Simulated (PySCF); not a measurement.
# Removing an electron from methylamine

Species: methylamine, CH5N.
Cartesian coordinates in Å at the PBE0-D3(BJ)/def2-SVP level; atoms count from 1:
```xyz
7
CH5N angstrom
C     -0.554    0.079    0.001
N      0.846   -0.072   -0.332
H     -1.154   -0.651   -0.566
H     -0.906    1.076   -0.309
H     -0.820   -0.043    1.072
H      1.181   -0.990   -0.047
H      1.408    0.602    0.183
```

Level: wB97X-D/def2-SVPD (PySCF). Frontier orbitals with their largest atomic shares (Löwdin; up to four atoms above 4 %):

| orbital | ε (eV) | main atoms |
| --- | --- | --- |
| HOMO−3 | -14.44 | C1 36 %, N2 34 %, H5 16 %, H7 5 % |
| HOMO−2 | -13.31 | C1 42 %, N2 24 %, H3 10 %, H4 10 % |
| HOMO−1 | -12.16 | C1 38 %, N2 18 %, H4 16 %, H3 16 % |
| HOMO | -8.83 | ? |
| LUMO | 2.53 | C1 43 %, N2 12 %, H7 10 %, H6 10 % |
| LUMO+1 | 3.54 | H6 19 %, H7 19 %, H3 14 %, H4 14 % |
| LUMO+2 | 4.48 | H7 26 %, H6 26 %, H4 12 %, H3 12 % |

Problem. What vertical ionisation energy does ΔSCF give, and how far is −ε(HOMO) from it?

Solution. ΔSCF: 9.66 eV (932 kJ/mol; threshold wavelength 128 nm); ⟨S²⟩ of the doublet left behind is 0.755, against 0.75 for a pure doublet. −ε(HOMO) is 8.83 eV, 0.83 eV below it. In exact Kohn–Sham theory the two would be equal; wB97X-D (range-separated hybrid) falls short of its own ΔSCF value by 9 %.

Problem. On which atoms does the HOMO lie?

Solution. N2 (primary amine nitrogen) 64 %, C1 (N-methyl carbon) 15 %, H5 (methyl hydrogen) 7 %, H7 (N–H hydrogen) 6 %, so more than half of it is on one atom. The HOMO−1 lies 3.33 eV lower.

Problem. How many of the 10 lowest singlet excitations (vertical TDDFT, same level) lie below the ionisation energy?

Solution. 5; they run from 6.52 to 11.03 eV.

Problem. With α = 25.0 au, estimate the like-pair dispersion coefficient by London's formula C6 = (3/4)α²I.

Solution. I = 0.3550 Eh, so C6 ≈ 166 au, a rough estimate.

Problem. What total energies stand behind the ΔSCF value?

Solution. E(N) = -95.76488 Eh and E(N − 1) = -95.40990 Eh at the same geometry, 0.35498 Eh apart.

Isolated species at its PBE0-D3(BJ)/def2-SVP geometry, gas phase.

wB97X-D is run here without its empirical dispersion term; that term would change no orbital, density or response property at a fixed geometry.
